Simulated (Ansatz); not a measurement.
# BSiH2+ (singlet): the correlation ladder, 6-31G

Aim: climb from Hartree-Fock through coupled cluster and multireference methods for BSiH2+ (singlet) at one geometry and basis, and see what each rung misses.

The runs use Ansatz 0.2.0, Gaussian basis; 6-31G, core rule «outside noble gas», up to 6 orbitals frozen.

The runs, in order: UHF; CCSD(T) on RHF; CCSD(T) on UHF; BCCD(T) on RHF; CISD; CCSDT(Q) on RHF; CCSDT(Q) on UHF; CISDTQ; CCSDTQ on RHF; CCSDTQ on UHF; CASSCF and MRCISD+Q, 8 electrons in 10 orbitals; CASSCF and NEVPT2, 8 electrons in 10 orbitals; Full CI.

5 further runs of the same task are left out: 5 set aside as unsound or not needed.

### 1 What is computed

The geometry is a PBE0/def2-TZVP stationary point (not a proven minimum) of the parent state, kept for this charge and spin.

4 atoms, charge 1, spin multiplicity 1.

Atoms are counted from 1 here; the program's logs count them from 0.

Bond lengths: Si1–B2 1.925 Å, B2–H3 1.203 Å, B2–H4 1.203 Å. Angles: Si1–B2–H3 121.5°, Si1–B2–H4 121.5°, H3–B2–H4 117.1°.

Geometry (Å):

| atom | x (Å) | y (Å) | z (Å) |
| --- | --- | --- | --- |
| Si1 | 0.0000 | 0.0000 | 0.6345 |
| B2 | 0.0000 | 0.0000 | -1.2907 |
| H3 | 0.0000 | -1.0258 | -1.9185 |
| H4 | 0.0000 | 1.0258 | -1.9185 |

### 2 UHF

Contents of in.yaml:

```yaml
crystal:
  periodic: [false, false, false]
  atoms:
    - {symbol: Si, position_ang: [0.000000, 0.000000, 0.634524]}
    - {symbol: B, position_ang: [0.000000, 0.000000, -1.290679]}
    - {symbol: H, position_ang: [0.000000, -1.025810, -1.918468]}
    - {symbol: H, position_ang: [0.000000, 1.025810, -1.918468]}
basis:
  gaussian: {orbitals: 6-31G}
total_charge: 1
magnetization: {spin_polarized: true, initial_magnetization: 0}
hamiltonian: {xc: hf}
output: {orbitals: {seedname: orbitals}}
```

Run with:

```bash
ansatz run in.yaml --threads 1 --pin off --events-out ev --progress --plain --max-ram 4096MiB --backend cpu
```

After this run come: CCSD(T) on RHF; CCSD(T) on UHF; BCCD(T) on RHF; CISD; CCSDT(Q) on RHF; CCSDT(Q) on UHF; CISDTQ; CCSDTQ on RHF; CCSDTQ on UHF; CASSCF and MRCISD+Q, 8 electrons in 10 orbitals; CASSCF and NEVPT2, 8 electrons in 10 orbitals; Full CI.

Q: Predict the results of all the runs planned. Wanted: FCI below the RHF energy; RMP2 from FCI; UMP2 from FCI; RCCSD from FCI; RCCSD(T) from FCI; UCCSD(T) from FCI; RCCSDT(Q) from FCI; UCCSDT(Q) from FCI; NEVPT2 valence from FCI.

**Answer**, as computed:

| quantity | value |
| --- | --- |
| FCI below the RHF energy | -2.9329 eV |
| RMP2 from FCI | +19.47 kcal/mol |
| UMP2 from FCI | +20.36 kcal/mol |
| RCCSD from FCI | +1.46 kcal/mol |
| RCCSD(T) from FCI | +0.41 kcal/mol |
| UCCSD(T) from FCI | +0.53 kcal/mol |
| RCCSDT(Q) from FCI | +0.03 kcal/mol |
| UCCSDT(Q) from FCI | +0.05 kcal/mol |
| NEVPT2 valence from FCI | +4.42 kcal/mol |
| MRCISD+Q valence from FCI | +0.13 kcal/mol |
| levels within 1 kcal/mol (43 meV) | RCCSD(T), UCCSD(T), BCCD(T), RCCSDT, UCCSDT, CISDTQ, RCCSDT(Q), UCCSDT(Q), RCCSDTQ, UCCSDTQ, MRCISD valence, MRCISD+Q valence |
| T1 diagnostic | 0.012 |
| effectively unpaired electrons | 0.08 |

**Reading.** RCCSD(T) lands +0.41 kcal/mol from the yardstick (0.6 % of the correlation energy). One determinant dominates. Of the multireference levels listed MRCISD+Q valence comes nearest in total energy (+0.13 kcal/mol), which doesn't show that its space is the better one. These misses are within one basis, not against nature.
